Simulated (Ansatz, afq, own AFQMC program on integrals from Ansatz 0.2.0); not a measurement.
Two steps: Ansatz 0.2.0 writes the Fock matrix and Cholesky factors of the valence space, and afq projects on them the lowest state that overlaps trial and start.

```yaml
crystal:
  periodic: [false, false, false]
  atoms:
    - {symbol: B, position_ang: [-2.276765, 0.000000, 0.000000]}
    - {symbol: H, position_ang: [-2.873498, 1.033571, 0.000000]}
    - {symbol: H, position_ang: [-2.873498, -1.033571, 0.000000]}
    - {symbol: H, position_ang: [-0.793765, 0.000000, 0.000000]}
    - {symbol: S, position_ang: [0.973235, 0.000000, 0.000000]}
basis:
  gaussian: {orbitals: cc-pVTZ}
magnetization: {spin_polarized: true, initial_magnetization: 2}
correlation: {method: ccsd_t, electrons: outside_noble_gas, hamiltonian_folder: ham}
```

```sh
$ ansatz run in.yaml --threads 1 --pin off --events-out ev --progress --plain --max-ram 16896MiB --backend cuda --devices 0, --max-vram 18GiB
```

Options of the walk:

```
--method phaseless --trial cisd --walkers 1000 --populations 20 --least-time 60 --time-step 0.005 --steps-per-block 50 --equilibration-blocks 28 --max-blocks 4000 --target-error 0.00021 --factor-cut 1e-05 --start spin_pure --seed 8433 --release-times 0.24,0.51,0.99,1.62,2.4 --release-step 0.03 --release-every 3 --taylor-order 6
```

Times are imaginary, in 1/Eh. The walk had a cap of 242 s. With eight or more populations the least sampling time is a fifth of least-time, and the error comes from their spread.

Output of the walk:

```
orbitals 100  electrons 7 5  factors 589 of 595
reference energy -423.86496150 Eh
CCSD correlation -0.28807480 Eh in 12 cycles, weight of the determinant in the CISD state 0.8671
energy of the start -424.151157 Eh
 block  time / (1/Eh)  mean weight  energy / Eh
     1     0.250  1.0003  -424.147793
     2     0.500  0.9994  -424.150881
     3     0.750  1.0002  -424.154231
     4     1.000  0.9998  -424.156983
     5     1.250  1.0004  -424.158381
     8     2.000  0.9995  -424.161693
    13     3.250  0.9996  -424.164296
    22     5.500  0.9999  -424.164586
    31     7.750  1.0000  -424.166228
    40    10.000  0.9991  -424.163963
    49    12.250  1.0003  -424.164410
    58    14.500  1.0004  -424.162656
    67    16.750  0.9996  -424.164975
    76    19.000  0.9998  -424.162213
    85    21.250  0.9998  -424.162757
    94    23.500  1.0004  -424.161416
   103    25.750  1.0003  -424.163927
   112    28.000  1.0006  -424.163782
   121    30.250  0.9993  -424.162084
   130    32.500  0.9998  -424.163434
   136    34.000  1.0005  -424.163326
error from the spread of 20 populations
released: time / (1/Eh)  energy / Eh  error  mean overlap
  0.24  -424.163923  0.000158  0.9960
  0.51  -424.164398  0.000164  0.9888
  0.99  -424.164678  0.000191  0.9831
  1.62  -424.164533  0.000211  0.9763
  2.40  -424.164429  0.000273  0.9712
energy -424.163565 +/- 0.000207 Eh
(rows thinned)
```

The run passed its tests (sampling time, drift between the halves within three errors, error under three times the target), which doesn't prove that it has relaxed. The second half of the sampling lies above the first by 1.6 errors of their difference, so the energy may still be moving and its error bar be too small.

Against this walk (error 5.6 meV) on the same determinant: CCSD(T) 24.9 meV higher. The error is statistical and leaves out the bias of the constraint. Released to 2.40 1/Eh the energy lies 23 ± 9 meV (both errors) below the phaseless value, which shows part or all of the bias of the constraint, and CCSD(T) lies 48.4 meV above the released value.

Cautions: constraint bias not in the error; lower spins were not checked.

The walk took 3.4 min on 1 × NVIDIA H100 80GB HBM3 with 2 threads of AMD EPYC 7R13 Processor (Zen 3), with other jobs on the host (the card was shared). The log's last line is the phaseless energy.

A walk keeps the symmetry of its determinant, which the program's search chose and which needn't be the lowest solution, so a lower state of the same spin and another symmetry isn't excluded.
